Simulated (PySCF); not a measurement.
Species: C5H9N.
SMILES with atom numbers: `[C-:1]#[N+:2][C:3]([CH3:4])([CH3:5])[CH3:6]` (hydrogens: H7, H8, H9 on C4; H10, H11, H12 on C5; H13, H14, H15 on C6)

Structure used (PBE0-D3(BJ)/def2-SVP), in Å, numbered top down from 1:
```xyz
15
C5H9N angstrom
C      0.1353   -2.4778    1.2781
N      0.0783   -1.4361    0.7423
C      0.0089   -0.1652    0.0858
C     -0.6574    0.8288    1.0395
C      1.4348    0.2767   -0.2500
C     -0.8199   -0.3301   -1.1899
H     -0.7228    1.8178    0.5628
H     -1.6729    0.4965    1.2986
H     -0.0766    0.9247    1.9681
H      1.4139    1.2527   -0.7564
H      2.0385    0.3688    0.6643
H      1.9204   -0.4527   -0.9141
H     -0.8905    0.6341   -1.7143
H     -0.3536   -1.0628   -1.8640
H     -1.8361   -0.6751   -0.9514
```

Computed with TDDFT wB97X-D/def2-SVPD, vertical, gas phase, core orbitals frozen in the response (PySCF 2.14.0, density-fitted response routines).

Ground-to-excited transition dipoles (e·a0, same axes as the geometry; the sign carries no meaning), for the states with f of 0.002 or more among the lowest 9:

```tsv
state	E (hartree)	μx	μy	μz
S2	0.3012	0.390	0.196	0.338
S3	0.3012	0.389	-0.162	-0.354
S4	0.3062	-0.025	-0.060	-0.116
S5	0.3062	0.130	-0.011	-0.034
S6	0.3315	0.023	-0.415	0.217
S7	0.3399	-0.424	-0.193	-0.326
S8	0.3400	-0.378	0.181	0.384
S9	0.3719	0.082	-1.492	0.771
```

Q: Work out the oscillator strengths.

A: f = (2/3) ΔE |μ|² with ΔE in hartree (27.2114 eV).

| state | \|μ\|² (au) | \|μ\| (D) | f |
| --- | --- | --- | --- |
| S2 | 0.305 | 1.40 | 0.061 |
| S3 | 0.303 | 1.40 | 0.061 |
| S4 | 0.018 | 0.34 | 0.004 |
| S5 | 0.018 | 0.34 | 0.004 |
| S6 | 0.220 | 1.19 | 0.049 |
| S7 | 0.323 | 1.44 | 0.073 |
| S8 | 0.323 | 1.45 | 0.073 |
| S9 | 2.828 | 4.27 | 0.701 |

Q: Label these states by symmetry in C3v.

A: The ground state is totally symmetric, so the direction of μ fixes the label. Polarised along the main axis, so A1: S6 and S9. Polarised across the main axis, so E: S2, S3, S4, S5, S7 and S8.

Q: Which bond between heavy atoms lies closest to the direction of the S9 transition dipole?

A: N2–C3 and C1–N2, at 0° from it; next C3–C6, C3–C4 and C3–C5 at 72°.

Q: What angle do the transition dipoles of S6 and S9 make?

A: |cos θ| = |μa·μb| / (|μa| |μb|) = 1.00, so θ ≈ 0° (taken between 0 and 90°, since the signs are arbitrary).

Q: What peak molar absorption coefficient would the strongest computed level give as a lone Gaussian band 0.3 eV wide at half height?

A: ε(max) = 2.175×10⁸ f / FWHM, with the width in cm⁻¹. S9: 2.175×10⁸ × 0.7013 / 2420 ≈ 63000 L mol⁻¹ cm⁻¹.

S2/S3, S4/S5 and S7/S8 coincide within about 0.01 eV; within a degenerate level the directions of the single components are arbitrary.

The vertical ionisation energy (ΔSCF) is 10.93 eV, 0.81 eV above S9.
